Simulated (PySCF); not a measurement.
## Working out the electron affinity of C

C⁻ [He] 2s2 2p3 (4S) → C [He] 2s2 2p2 (3P). Calculation: PySCF 2.14, in aug-cc-pVQZ-DK (6s5p4d3f2g, 80 functions); the spin-free X2C one-electron Hamiltonian (Gaussian nucleus). Frozen: 1s2. Energies in hartree (1 hartree = 27.21139 eV):

| part | C⁻ (lower) | C (upper) |
| --- | --- | --- |
| UHF | -37.724794 | -37.708319 |
| CCSD correlation | -0.117200 | -0.091130 |
| (T) | -0.005193 | -0.002402 |

Question: What does Hartree-Fock give?

Answer: (-37.708319) − (-37.724794) = 0.016475 hartree = 0.448 eV.

Question: What do CCSD and CCSD(T) give?

Answer: The CCSD correlation energies differ by 0.026070 hartree = 0.709 eV and the triples by 0.002791 hartree = 0.076 eV, so CCSD gives 1.157 eV and CCSD(T) 1.233 eV.

A first-order spin-orbit estimate adds -0.004 eV to CCSD(T) (valence), giving 1.229 eV against 1.262 eV (measured; photodetachment measurements, as compiled on the Wikipedia data page of electron affinities).

What remains against the reference includes basis incompleteness, the frozen core and higher excitations.
